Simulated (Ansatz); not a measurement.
Barrier HO− + CH3F (SMILES CF) via CH4FO, on the benchmark's geometries as Psi4's copy gives them; open shells unrestricted, no zero-point energy, no spin–orbit coupling.
Transition structure (charge -1, multiplicity 1):
```xyz
7

F      0.023    -0.007     0.006
C     -0.018     0.005     1.765
H      1.048     0.005     1.854
H     -0.548     0.935     1.792
H     -0.549    -0.923     1.806
O      0.001     0.019     3.751
H     -0.927     0.032     3.998
```

Run with Ansatz (a program for electronic structure) with Gaussian orbitals. Each number belongs to the level named beside it.

The barrier height (kcal/mol) and the share of exact exchange:

```
functional          exact exchange (%)  value
------------------  ------------------  -----
PBE/def2-TZVPPD                      0  -8.11
PBE0/def2-TZVPPD                    25  -3.28
BLYP/def2-TZVPPD                     0  -7.17
B3LYP/def2-TZVPPD                   20  -3.94
BHLYP/def2-TZVPPD                   50  -0.12
r2SCAN/def2-TZVPPD                   0  -7.49
```

**Question.** Take the value as linear in the share of exact exchange along PBE and PBE0. Give the slope, say whether the sign turns, and set the other functionals against that line.

**Answer.** 
Slope: (-3.28 − (-8.11))/2.5 = 1.93 kcal/mol for each 10 %. The line crosses zero at 42 %, where the sign would turn. At 50 % it gives 1.5 kcal/mol. The LYP pair gives (-0.12 − (-7.17))/5 = 1.41 for each 10 %. BHLYP, at 50 %, lies -1.7 from the PBE line. B3LYP, at 20 %, lies 0.3 from the PBE line. r2SCAN, with none, stands 0.6 from PBE.
